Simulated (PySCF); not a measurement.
C₄H₁₂N₂.
Bonds: C1–N2, N2–C3, N2–C4, C4–C5, C5–N6. Hydrogens: H7, H8, H9 on C1; H10, H11, H12 on C3; H13, H14 on C4; H15, H16 on C5; H17, H18 on N6.

A linear-response calculation (PySCF, def2-SVPD basis, gas phase, vertical, core orbitals frozen in the response) gave these numbers; the functional is withheld.

Orbital energies (eV): HOMO-3 -11.45, HOMO-2 -10.97, HOMO-1 -8.30, HOMO -7.69, LUMO 1.29, LUMO+1 1.93, LUMO+2 2.01.

```csv
state,E (eV),f,"main configurations (H = HOMO, L = LUMO)"
S1,6.06,0.025,H→L (93%)
S2,6.50,0.021,"H-1→L (54%), H-1→L+3 (17%), H-1→L+1 (17%)"
S3,6.89,0.0088,H→L+2 (94%)
S4,6.99,0.027,H→L+1 (84%)
S5,7.23,0.124,H→L+3 (91%)
S6,7.49,0.0096,"H-1→L+2 (32%), H-1→L+3 (25%), H-1→L+1 (20%)"
```

Triplets (Tamm–Dancoff): T1 5.87 eV, H→L (91%); T2 6.22 eV, H-1→L (47%), H-1→L+3 (23%), H-1→L+1 (15%); T3 6.82 eV, H→L+2 (94%); T4 6.87 eV, H→L+1 (81%).

Vertical ionisation energy by ΔSCF with the same functional: 8.41 eV. Mean static polarisability: 69.8 au.

Question: Which of these was used?
A. PBE0
B. PBE
C. HF
D. CAM-B3LYP

Answer: D. CAM-B3LYP is range-separated, 19% exact exchange at short range and 65% at long range (ω = 0.33 bohr⁻¹). In this run −ε(HOMO) = 7.69 eV differs from the ΔSCF value by -0.72 eV, and S1 differs from the orbital gap of 8.98 eV by -2.92 eV. The ratio −ε(HOMO)/IP is 0.91. Usual ranges for neutral molecules in this basis: 0.85 to 0.93 with CAM-B3LYP, 0.5 to 0.7 with PBE, 0.7 to 0.83 with PBE0; with Hartree–Fock the ratio is 1 or more (Koopmans' value less the relaxation energy is the ΔSCF value).

Computed with TDDFT CAM-B3LYP/def2-SVPD, vertical, gas phase, core orbitals frozen in the response (PySCF 2.14.0, density-fitted response routines). Geometry: PBE0-D3(BJ)/def2-SVP, one conformer, isolated molecule.

The run took 2.9 min on one thread, Arm Neoverse V1, shared host.

The values belong to the conformer `[CH3:1][N:2]([CH3:3])[CH2:4][CH2:5][NH2:6]`: C1–N2–C4–C5 -159°, N2–C4–C5–N6 56°, H–N6–C5–C4 66°, H–N6–C5–C4 -47°.
